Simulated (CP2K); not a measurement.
# C4H2 (1,3-butadiyne), step by step, part 1 of 2

Aim: energy and gradient (singlet C4H2, HF/def2-TZVP), then energy and gradient (doublet [C4H2]+, UHF/def2-TZVP), then energy and forces (singlet C4H2, HF/def2-TZVP), then energy and gradient (doublet [C4H2]+, UHF/def2-TZVP) of C4H2. The setting varied is the cutoff. 

The calculation is run with CP2K 2026.2.

6 further runs of the same task are left out: 6 set aside as unsound or not needed.

**1. Starting point**

C4H2: 6 atoms, total charge 0, spin state singlet. As SMILES, `C#CC#C`. The shape is that of a GFN2-xTB optimisation.

Bond lengths: C1–C2 1.204 Å, C2–C3 1.360 Å, C3–C4 1.204 Å, C1–H5 1.048 Å, C4–H6 1.048 Å. Angles: C1–C2–C3 179.8°, C2–C3–C4 179.9°, C2–C1–H5 179.8°, C3–C4–H6 179.9°.

**2. Energy and forces at HF/def2-TZVP (run 1)**

job.inp

```
&GLOBAL
   PROJECT job
   RUN_TYPE ENERGY_FORCE
   PRINT_LEVEL MEDIUM
&END

&FORCE_EVAL
   METHOD QUICKSTEP
   &DFT
      BASIS_SET_FILE_NAME ./def2_tzvp.basis
      POTENTIAL_FILE_NAME POTENTIAL
      CHARGE 0
      MULTIPLICITY 1
      &QS
         METHOD GAPW
         EPS_DEFAULT 1.0E-10
      &END
      # plane-wave cutoff in Ry
      &MGRID
         CUTOFF 200
         REL_CUTOFF 50
         NGRIDS 4
      &END
      &POISSON
         PERIODIC NONE
         POISSON_SOLVER MULTIPOLE
      &END
      # self-consistent field
      &SCF
         SCF_GUESS ATOMIC
         EPS_SCF 1.0E-06
         MAX_SCF 80
         ADDED_MOS 5
         &DIAGONALIZATION
            ALGORITHM STANDARD
         &END
         &MIXING
            METHOD DIRECT_P_MIXING
            ALPHA 0.4
         &END
      &END
      &XC
         &XC_FUNCTIONAL NONE
         &END
         &HF
            FRACTION 1
            &SCREENING
               EPS_SCHWARZ 1.0E-09
               SCREEN_ON_INITIAL_P F
            &END
            &INTERACTION_POTENTIAL
               POTENTIAL_TYPE COULOMB
            &END
            &MEMORY
               MAX_MEMORY 1750
            &END
         &END
      &END
      # extra output
      &PRINT
         &MOMENTS
            PERIODIC F
            REFERENCE COM
            MAX_MOMENT 1
         &END
         &MO ON
            ENERGIES T
            OCCUPATION_NUMBERS T
            NDIGITS 6
            &EACH
               QS_SCF 0
            &END
            ADD_LAST NUMERIC
         &END
         &HIRSHFELD OFF
         &END
      &END
   &END
   # structure
   &SUBSYS
      # box in angstrom
      &CELL
         ABC [angstrom] 11.4 10.4 8.8
         PERIODIC NONE
      &END
      &COORD
         C      7.115340     4.097575     4.974805
         C      6.209780     4.799455     4.605415
         C      5.186120     5.594235     4.192425
         C      4.281500     6.298615     3.825595
         H      7.905800     3.486885     5.292915
         H      3.494200     6.913115     3.507085
      &END
      &KIND C
         BASIS_SET def2-TZVP
         POTENTIAL ALL
      &END
      &KIND H
         BASIS_SET def2-TZVP
         POTENTIAL ALL
      &END
   &END
   &PRINT
      &FORCES ON
      &END
   &END
&END
```

Command:

```sh
$ OMP_NUM_THREADS=2 cp2k.psmp -i job.inp > job.out 2>&1
```

Output, shortened:

```text
CP2K| version string:                                       CP2K version 2026.2
[...]
 GLOBAL| Method name                                                        CP2K
[...]
 GLOBAL| Run type                                                   ENERGY_FORCE
[...]
 DFT| Spin restricted Kohn-Sham (RKS) calculation                            RKS
 DFT| Multiplicity                                                             1
[...]
 DFT| Charge                                                                   0
[...]
 QS| Method:                                                                GAPW
[...]
 QS| Density cutoff [a.u.]:                                                100.0
[...]
 QS| Relative density cutoff [a.u.]:                                        25.0
[...]
                             - Atoms:                                          6
[...]
                             - Spherical basis functions:                    136
[...]
 Number of electrons:                                                         26
[...]
     1 P_Mix/Diag. 0.40E+00    4.0     0.34896865      -153.7816889459 -1.54E+02
[...]
    14 DIIS/Diag.  0.49E-06    0.4     0.00000027      -152.5562959612 -6.03E-12
  *** SCF run converged in    14 steps ***
[...]
  Overlap energy of the core charge distribution:               0.00013440240686
  Self energy of the core charge distribution:               -119.27193439394364
  Core Hamiltonian energy:                                    -28.82276373085979
  Hartree energy:                                              49.04255015153498
  Exchange-correlation energy:                                  0.00000000000000
  Hartree-Fock Exchange energy:                               -21.33515848325401
[...]
 ENERGY| Total FORCE_EVAL ( QS ) energy [hartree]           -152.556295961237083
[...]
```

Run time: 28 s. Hardware: 2 threads of Arm Neoverse V1, shared host; peak memory 0.71 GiB.

**3. The doublet cation: energy and gradient at UHF/def2-TZVP (run 2)**

gas.inp

```
&GLOBAL
    PROJECT gas
    RUN_TYPE ENERGY_FORCE
    PRINT_LEVEL MEDIUM
&END

&FORCE_EVAL
    METHOD QS
    &DFT
        BASIS_SET_FILE_NAME ./def2_tzvp.basis
        POTENTIAL_FILE_NAME POTENTIAL
        CHARGE 1
        MULTIPLICITY 2
        LSD T
        &QS
            METHOD GAPW
            EPS_DEFAULT 1.0E-10
        &END
        &MGRID
            CUTOFF 200
            REL_CUTOFF 50
            NGRIDS 4
        &END
        &POISSON
            PERIODIC NONE
            POISSON_SOLVER MULTIPOLE
        &END
        &SCF
            SCF_GUESS ATOMIC
            EPS_SCF 1.0E-06
            MAX_SCF 50
            &OT ON
                MINIMIZER CG
                PRECONDITIONER FULL_ALL
            &END
            &OUTER_SCF
                EPS_SCF 1.0E-06
                MAX_SCF 8
            &END
        &END
        &XC
            &XC_FUNCTIONAL NONE
            &END
            &HF
                FRACTION 1
                &SCREENING
                    EPS_SCHWARZ 1.0E-09
                    SCREEN_ON_INITIAL_P F
                &END
                &INTERACTION_POTENTIAL
                    POTENTIAL_TYPE COULOMB
                &END
                &MEMORY
                    MAX_MEMORY 1750
                &END
            &END
        &END
        &PRINT
            &MOMENTS
                PERIODIC F
                REFERENCE COM
                MAX_MOMENT 1
            &END
            &MO_CUBES
                NLUMO 1
                NHOMO -1
                WRITE_CUBE F
            &END
            &HIRSHFELD OFF
            &END
        &END
    &END
    &SUBSYS
        &CELL
            ABC [angstrom] 11.4 10.4 8.8
            PERIODIC NONE
        &END
        &COORD
            C      7.115340     4.097575     4.974805
            C      6.209780     4.799455     4.605415
            C      5.186120     5.594235     4.192425
            C      4.281500     6.298615     3.825595
            H      7.905800     3.486885     5.292915
            H      3.494200     6.913115     3.507085
        &END
        &KIND C
            BASIS_SET def2-TZVP
            POTENTIAL ALL
        &END
        &KIND H
            BASIS_SET def2-TZVP
            POTENTIAL ALL
        &END
    &END
    &PRINT
        &FORCES ON
        &END
    &END
&END
```

Command:

```sh
$ OMP_NUM_THREADS=2 cp2k.psmp -i gas.inp -o gas.out
```

Output:

```text
CP2K| version string:                                       CP2K version 2026.2
 CP2K| Input file name                                                   gas.inp

 GLOBAL| Basis set file name                                   ./def2_tzvp.basis
 GLOBAL| Potential file name                                           POTENTIAL
 GLOBAL| Coordinate file name                                      __STD_INPUT__
 GLOBAL| Method name                                                        CP2K
 GLOBAL| Project name                                                        gas
 GLOBAL| Run type                                                   ENERGY_FORCE
 GLOBAL| FFT library                                                       FFTW3
 GLOBAL| Diagonalization library                                       ScaLAPACK
 GLOBAL| Global print level                                               MEDIUM
 GLOBAL| Total number of message passing processes                             1
 GLOBAL| Number of threads for this process                                    2
 GLOBAL| CPU model name                                                  UNKNOWN

 CELL| Volume [angstrom^3]:                                          1043.328000
 CELL| Vector a [angstrom]:      11.400     0.000     0.000   |a| =    11.400000
 CELL| Vector b [angstrom]:       0.000    10.400     0.000   |b| =    10.400000
 CELL| Vector c [angstrom]:       0.000     0.000     8.800   |c| =     8.800000
 CELL| Angle (b,c), alpha [degree]:                                    90.000000
 CELL| Angle (a,c), beta  [degree]:                                    90.000000
 CELL| Angle (a,b), gamma [degree]:                                    90.000000
 CELL| Numerically orthorhombic:                                             YES
 CELL| Periodicity                                                          NONE

 GENERATE|  Preliminary Number of Bonds generated:                             0
 GENERATE|  Achieved consistency in connectivity generation.

 PW_GRID| Information for grid number                                          1
 PW_GRID| Cutoff [a.u.]                                                     24.5
 PW_GRID| spherical cutoff:                                                   NO
 PW_GRID|   Bounds   1              0      49                Points:          50
 PW_GRID|   Bounds   2              0      49                Points:          50
 PW_GRID|   Bounds   3              0      49                Points:          50
 PW_GRID| Volume element (a.u.^3)  0.5633E-01     Volume (a.u.^3)      7040.7264
 PW_GRID| Grid span                                                    HALFSPACE

 DFT| Spin unrestricted (spin-polarized) Kohn-Sham calculation               UKS
 DFT| Multiplicity                                                             2
 DFT| Number of spin states                                                    2
 DFT| Charge                                                                   1
 DFT| Self-interaction correction (SIC)                                       NO
 DFT| Cutoffs: density                                              1.000000E-10
 DFT|          gradient                                             1.000000E-10
 DFT|          tau                                                  1.000000E-10
 DFT|          cutoff_smoothing_range                               0.000000E+00
 DFT| XC density smoothing                                                  NONE
 DFT| XC derivatives                                                          PW

 FUNCTIONAL| NO EXCHANGE-CORRELATION FUNCTIONAL USED.

 QS| Method:                                                                GAPW
 QS| Density plane wave grid type                        NON-SPHERICAL FULLSPACE
 QS| Number of grid levels:                                                    4
 QS| Density cutoff [a.u.]:                                                100.0
 QS| Multi grid cutoff [a.u.]: 1) grid level                               100.0
 QS|                           2) grid level                                33.3
 QS|                           3) grid level                                11.1
 QS|                           4) grid level                                 3.7
 QS| Grid level progression factor:                                          3.0
 QS| Relative density cutoff [a.u.]:                                        25.0
 QS| Interaction thresholds: eps_pgf_orb:                                1.0E-05
 QS|                         eps_filter_matrix:                          0.0E+00
 QS|                         eps_core_charge:                            1.0E-12
 QS|                         eps_rho_gspace:                             1.0E-10
 QS|                         eps_rho_rspace:                             1.0E-10
 QS|                         eps_gvg_rspace:                             1.0E-05
 QS|                         eps_ppl:                                    1.0E-02
 QS|                         eps_ppnl:                                   1.0E-07
 QS| GAPW|      One center basis from orbital basis primitives
 QS| GAPW|                   eps_fit:                                    1.0E-04
 QS| GAPW|                   eps_iso:                                    1.0E-12
 QS| GAPW|                   eps_svd:                                    1.0E-08
 QS| GAPW|                   eps_cpc:                                    1.0E-10
 QS| GAPW|   atom-r-grid: quadrature:                                     GC_LOG
 QS| GAPW|      atom-s-grid:  max l :                                          6
 QS| GAPW|      max_l_rho0 :                                                   2

 ATOMIC KIND INFORMATION
[... 195 lines left out ...]
  Decoupling Energy:                                               0.0820645002
[... 43 lines left out ...]
  Decoupling Energy:                                               0.0815438727
[... 43 lines left out ...]
  Decoupling Energy:                                               0.0814805147
[... 43 lines left out ...]
  Decoupling Energy:                                               0.0815297834
[... 43 lines left out ...]
  Decoupling Energy:                                               0.0815253406
[... 64 lines left out ...]
  Decoupling Energy:                                               0.0815234256
[... 43 lines left out ...]
  Decoupling Energy:                                               0.0815280212
[... 43 lines left out ...]
  Decoupling Energy:                                               0.0815281406
[... 43 lines left out ...]
  Decoupling Energy:                                               0.0815280221
[... 43 lines left out ...]
  Decoupling Energy:                                               0.0815277219
[... 64 lines left out ...]
  Decoupling Energy:                                               0.0815275784
[... 43 lines left out ...]
  Decoupling Energy:                                               0.0815285125
[... 43 lines left out ...]
  Decoupling Energy:                                               0.0815256693
[... 43 lines left out ...]
  Decoupling Energy:                                               0.0815284543
[... 52 lines left out ...]
  Hartree-Fock Exchange energy:                               -21.09503130160618
[... 55 lines left out ...]
  Decoupling Energy:                                               0.0816128415
[... 43 lines left out ...]
  Decoupling Energy:                                               0.0816128415
[... 43 lines left out ...]
  Decoupling Energy:                                               0.0816128415
[... 43 lines left out ...]
  Decoupling Energy:                                               0.0816128415
[... 53 lines left out ...]
  Decoupling Energy:                                               0.0816144616
[... 43 lines left out ...]
  Decoupling Energy:                                               0.0816144616
[... 43 lines left out ...]
  Decoupling Energy:                                               0.0816144616
[... 43 lines left out ...]
  Decoupling Energy:                                               0.0816144615
[... 64 lines left out ...]
  Decoupling Energy:                                               0.0816168005
[... 43 lines left out ...]
  Decoupling Energy:                                               0.0816168624
[... 43 lines left out ...]
  Decoupling Energy:                                               0.0816168624
[... 43 lines left out ...]
  Decoupling Energy:                                               0.0816168624
[... 43 lines left out ...]
  Decoupling Energy:                                               0.0816168624
[... 64 lines left out ...]
  Decoupling Energy:                                               0.0816197608
[... 43 lines left out ...]
  Decoupling Energy:                                               0.0816197608
[... 43 lines left out ...]
  Decoupling Energy:                                               0.0816197608
[... 43 lines left out ...]
  Decoupling Energy:                                               0.0816197608
[... 43 lines left out ...]
  Decoupling Energy:                                               0.0816197608
[... 64 lines left out ...]
  Decoupling Energy:                                               0.0816230670
[... 43 lines left out ...]
  Decoupling Energy:                                               0.0816230670
[... 43 lines left out ...]
  Decoupling Energy:                                               0.0816230670
[... 43 lines left out ...]
  Decoupling Energy:                                               0.0816230670
[... 43 lines left out ...]
  Decoupling Energy:                                               0.0816230670
[... 64 lines left out ...]
  Decoupling Energy:                                               0.0816267504
[... 43 lines left out ...]
  Decoupling Energy:                                               0.0816267504
[... 43 lines left out ...]
  Decoupling Energy:                                               0.0816267504
[... 43 lines left out ...]
  Decoupling Energy:                                               0.0816267504
[... 1 line left out ...]
  Decoupling Energy:                                               0.0816267504
     - OT LS       0.21E-09    0.7                     -152.2302814538
  Decoupling Energy:                                               0.0816267504
    42 OT CG       0.21E-09    0.8     0.00101261      -152.2302814538  2.29E-11
  Decoupling Energy:                                               0.0816267504
     - OT LS       0.42E-09    0.7                     -152.2302814538
  Decoupling Energy:                                               0.0816267504
    43 OT CG       0.42E-09    0.8     0.00101261      -152.2302814538  4.75E-11
  Decoupling Energy:                                               0.0816267504
     - OT LS       0.84E-09    0.7                     -152.2302814537
  Decoupling Energy:                                               0.0816267504
    44 OT CG       0.84E-09    0.8     0.00101261      -152.2302814537  9.80E-11
  Decoupling Energy:                                               0.0816267504
     - OT LS       0.13E-10    0.7                     -152.2302814536
  Decoupling Energy:                                               0.0816267504
    45 OT CG       0.13E-10    0.8     0.00101261      -152.2302814537  3.35E-12
  Decoupling Energy:                                               0.0816267504
     - OT LS       0.50E-10    0.7                     -152.2302814537
  Decoupling Energy:                                               0.0816267504
    46 OT CG       0.50E-10    0.8     0.00101261      -152.2302814537  3.18E-12
  Decoupling Energy:                                               0.0816267504
     - OT LS       0.10E-09    0.7                     -152.2302814537
  Decoupling Energy:                                               0.0816267504
    47 OT CG       0.10E-09    0.8     0.00101261      -152.2302814537  1.32E-11
  Decoupling Energy:                                               0.0816267504
     - OT LS       0.20E-09    0.7                     -152.2302814536
  Decoupling Energy:                                               0.0816267504
    48 OT CG       0.20E-09    0.8     0.00101261      -152.2302814536  2.18E-11
  Decoupling Energy:                                               0.0816267504
     - OT LS       0.40E-09    0.7                     -152.2302814536
  Decoupling Energy:                                               0.0816267504
    49 OT CG       0.40E-09    0.8     0.00101261      -152.2302814536  4.67E-11
  Decoupling Energy:                                               0.0816267504
     - OT LS       0.81E-09    0.7                     -152.2302814535
  Decoupling Energy:                                               0.0816267504
    50 OT CG       0.81E-09    0.8     0.00101261      -152.2302814535  9.00E-11

  Leaving inner SCF loop after reaching    50 steps.

  Electronic density on regular grids:        -17.4415783656        7.5584216344
  Core density on regular grids:               26.0000000000       -0.0000000000
  Hard and soft densities (Lebedev):          -53.4182590874      -45.8599938763
  Total Rho_soft + Rho1_hard - Rho1_soft      -24.9998435767
  Total charge density (r-space):               1.0001564233
  Total Rho_soft + Rho0_soft (g-space):         1.0001562808

  Overlap energy of the core charge distribution:               0.00013440240686
  Self energy of the core charge distribution:               -119.27193439394364
  Core Hamiltonian energy:                                    -29.08563997819454
  Hartree energy:                                              49.41893380911591
  Exchange-correlation energy:                                  0.00000000000000
  Hartree-Fock Exchange energy:                               -21.09341475511210

  GAPW| Exc from hard and soft atomic rho1:                     0.00000000000000
  GAPW| local Eh = 1 center integrals:                        -32.19836053776666

  Total energy:                                              -152.23028145349417

  outer SCF iter =    9 RMS gradient =   0.10E-02 energy =       -152.2302814535
  outer SCF loop FAILED to converge after    9 iterations or  891 steps

 *******************************************************************************
 *   ___                                                                       *
 *  /   \                                                                      *
 * [ABORT]                                                                     *
 *  \___/     SCF run NOT converged. To continue the calculation regardless,   *
 *    |             please set the keyword IGNORE_CONVERGENCE_FAILURE.         *
 *  O/|                                                                        *
 * /| |                                                                        *
 * / \                                                            qs_scf.F:702 *
 *******************************************************************************

 ===== Routine Calling Stack =====

            4 scf_env_do_scf
            3 qs_energies
            2 qs_forces
            1 CP2K

Program received signal SIGABRT: Process abort signal.
```

Run time: 11 min. Hardware: 2 threads of Arm Neoverse V1, shared host; peak memory 0.71 GiB.

The run stopped without converging.

Run 3 isn't shown in full; the table further down has it.

(Continued in part 2 of 2.)
